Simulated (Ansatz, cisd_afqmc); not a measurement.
System: C₃H₆, charge 0, singlet. C3H6 (prop-1-ene, SMILES CC=C).
B3LYP-D3(BJ)/def2-TZVP minimum from Ansatz (a first-principles code):
```
C
C 1 1.3267
H 2 1.0824 1 121.67
H 2 1.0845 3 116.84 1 180.00
H 1 1.0871 2 118.81 3 0.00
C 1 1.4957 5 116.00 2 180.00
H 6 1.0909 1 111.47 5 -180.00
H 6 1.0939 7 108.29 1 -122.37
H 6 1.0939 7 108.29 8 -115.25
```

Total energies in cc-pVDZ, 18 correlated electrons, 3 frozen orbitals. Open shells are spin-unrestricted; no spin-orbit coupling. Correlated methods leave the cores frozen. No relativity. The Monte Carlo rows (phaseless AFQMC, CISD trial, step 0.005/hartree) carry one-sigma bars that omit the constraint's bias. Outlying blocks are dropped, and bars are widened where a walk drifts. Over all cases where full CI ran beside it in this data, AFQMC minus full CI had a median of +0.1 mEh and passed +0.4 mEh in a tenth of the cases.

```tsv
method	program	energy (Eh)	minus CCSDT(Q) (mEh)
HF	Ansatz	-117.08240	475.59
MP2	Ansatz	-117.49934	58.65
CCSD	Ansatz	-117.54170	16.29
CCSD(T)	Ansatz	-117.55627	1.72
CCSDT(Q)	Ansatz	-117.55799	0.00
AFQMC/CISD	cisd_afqmc	-117.5571 ± 0.0004	0.9 ± 0.4
```

Rough core times of Ansatz's runs on a shared machine: CCSD(T) under 20 s, CCSDT(Q) 4 min.
